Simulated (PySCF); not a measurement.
# AlH2ClO (SMILES [OH][AlH][Cl]) at M06-2X/def2-SVP

Aim: a structure relaxation of AlH2ClO. 

The calculation is run with PySCF 2.14.0.

5 further runs of the same task are left out: 5 that didn't finish.

### 1 The system as given

The species is AlH2ClO (5 atoms), meant as a singlet with charge 0. SMILES: `[OH][AlH][Cl]`. The shape is that of a PBE0-D4/def2-TZVP optimisation. This is one conformer, not always the lowest. The run starts from this shape.

Bond lengths: O1–Al2 1.684 Å, Al2–Cl3 2.096 Å, O1–H4 0.956 Å, Al2–H5 1.563 Å. Angles: O1–Al2–Cl3 119.8°, O1–Al2–H5 119.3°, Cl3–Al2–H5 120.9°, Al2–O1–H4 124.3°.

### 2 A geometry optimisation at M06-2X/def2-SVP

run.py

```python
from pyscf import gto, dft
from pyscf.geomopt.geometric_solver import kernel as optimise

mol = gto.Mole()
mol.atom = '''
O     -2.097785     0.700899    -0.972075
Al     0.814472     0.349410     0.259837
Cl     2.106856    -3.260533     1.252510
H     -3.249384    -0.659703    -1.265172
H      2.519950     2.730654     0.646664
'''
mol.charge = 0
mol.unit = 'bohr'
mol.max_memory = 1860
mol.verbose = 3
mol.spin = 0
mol.basis = 'def2-svp'
mol.build()

mf = dft.RKS(mol, xc='m06-2x')
mf.conv_tol = 1e-10
mf.grids.level = 6
converged, mol_eq = optimise(mf, maxsteps=60, convergence_set='GAU_TIGHT')
print('converged:', converged)
print(mol_eq.tostring())

mf.reset(mol_eq)
mol = mol_eq
mf.kernel()
if not mf.converged:
    mf = mf.newton().run(mf.mo_coeff, mf.mo_occ)
energy = mf.e_tot
print('E(%s) = %.9f' % ('M06-2X', energy))
```

The run is started by

```sh
$ OMP_NUM_THREADS=1 python run.py
```

**Question.** What will come out? Wanted: total energy at the end; dipole moment; HOMO energy; LUMO energy; HOMO–LUMO gap.

Answer, from the run:

Level: M06-2X/def2-SVP.

```
               quantity          value
total energy at the end  -778.83654 Eh
          dipole moment         1.01 D
            HOMO energy      -10.26 eV
            LUMO energy        0.07 eV
          HOMO–LUMO gap       10.32 eV
```

What this shows: At the final geometry: Bond lengths: O1–Al2 1.686 Å, Al2–Cl3 2.098 Å, O1–H4 0.959 Å, Al2–H5 1.555 Å. Angles: O1–Al2–Cl3 119.7°, O1–Al2–H5 119.1°, Cl3–Al2–H5 121.2°, Al2–O1–H4 128.6°. The optimisation took 26 steps and changed the energy by -0.004 eV.
